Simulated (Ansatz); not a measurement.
# CH₆AlF: search for a transition state

Is there a first-order saddle for this four-centre ligand exchange, which should form Al1–F6, C2–H5 and break Al1–C2, H5–F6, and which two structures does it connect?

Computed with Ansatz 0.2.0, Gaussian basis. Level: PBE0-D4, def2-SVP first, then def2-TZVP.

31 further runs of the same task are left out: 31 set aside as unsound or not needed.

## (1) The system as given

The guess: 9 atoms, charge 0, spin multiplicity 1.

Atoms are counted from 1 here; the program's logs count them from 0.

Bond lengths: Al1–C2 2.290 Å, Al1–H3 1.537 Å, Al1–H4 1.539 Å, Al1–H5 1.811 Å, Al1–F6 2.108 Å, C2–H7 1.092 Å, C2–H8 1.103 Å, C2–H9 1.091 Å. Angles: C2–Al1–H3 121.8°, C2–Al1–H4 109.3°, C2–Al1–H5 37.6°, C2–Al1–F6 72.6°, H3–Al1–H4 117.9°, H3–Al1–H5 120.8°, H3–Al1–F6 108.9°, H4–Al1–H5 121.1°, H4–Al1–F6 118.6°, H5–Al1–F6 35.1°, Al1–C2–H7 124.0°, Al1–C2–H8 80.3°, Al1–C2–H9 124.3°, H7–C2–H8 105.2°, H7–C2–H9 107.9°, H8–C2–H9 105.8°.

Coordinates:

```csv
atom,x (Å),y (Å),z (Å)
Al1,-0.3480,-1.1650,0.1734
C2,-0.0032,1.0838,-0.0905
H3,-1.0547,-2.0083,-0.8993
H4,-0.6680,-1.4615,1.6489
H5,0.9145,0.0498,-0.2836
F6,1.6666,-0.8985,-0.3873
H7,0.5558,1.7030,0.6141
H8,-1.0431,1.0966,0.2760
H9,-0.0198,1.6001,-1.0517
```

Distances that are to change: Al1–F6 2.11 Å, C2–H5 1.40 Å, Al1–C2 2.29 Å, H5–F6 1.21 Å.

## (2) Relaxing the guess with the reacting distances held

Input file hold/in.yaml:

```yaml
crystal:
  periodic: [false, false, false]
  atoms:
    - {symbol: Al, position_ang: [-0.348000, -1.165000, 0.173400]}
    - {symbol: C, position_ang: [-0.003200, 1.083800, -0.090500]}
    - {symbol: H, position_ang: [-1.054700, -2.008300, -0.899300]}
    - {symbol: H, position_ang: [-0.668000, -1.461500, 1.648900]}
    - {symbol: H, position_ang: [0.914500, 0.049800, -0.283600]}
    - {symbol: F, position_ang: [1.666600, -0.898500, -0.387300]}
    - {symbol: H, position_ang: [0.555800, 1.703000, 0.614100]}
    - {symbol: H, position_ang: [-1.043100, 1.096600, 0.276000]}
    - {symbol: H, position_ang: [-0.019800, 1.600100, -1.051700]}
basis:
  gaussian: {orbitals: def2-SVP}
hamiltonian: {xc: pbe0, dispersion: d4}
relax: {f_tol: 0.08, max_steps: 120, escape_saddle: false, constraints: [{distance: [0, 5]}, {distance: [1, 4]}, {distance: [0, 1]}, {distance: [4, 5]}]}
```

The command line of these runs was not kept.

Further steps of the session: Force constants to start from; Saddle search in the small basis; Saddle search in triple zeta; Checking the order of the point; Relaxing after a step of 0.30 Å one way along the mode; Relaxing after a step of 0.30 Å the other way along the mode.

Q: Predict the outcome of this session. Wanted: imaginary mode; barrier from the start side; barrier from the end side; energy of the step; pairs that change; zero-point energy at the saddle.

**Answer**, as computed:

| quantity | value |
| --- | --- |
| imaginary mode | 438i cm⁻¹ |
| barrier from the start side | 6.4 kJ/mol |
| barrier from the end side | 174.7 kJ/mol |
| energy of the step | -168.4 kJ/mol |
| pairs that change | Al1–F6 tightened, C2–H5 formed, Al1–C2 broken, H5–F6 broken |
| zero-point energy at the saddle | 1.608 eV |

What this shows: The point has a single imaginary mode (438i cm⁻¹), as a transition state must. Going downhill both ways gives the intended start and end. At PBE0-D4/def2-TZVP the electronic barrier is 6.4 kJ/mol, about 3 kT at 298 K, and the step runs 168.4 kJ/mol downhill. A step off the saddle overshot and began above it in energy, so the link to its end is likely but not proven. Lower complexes than these ends may exist.
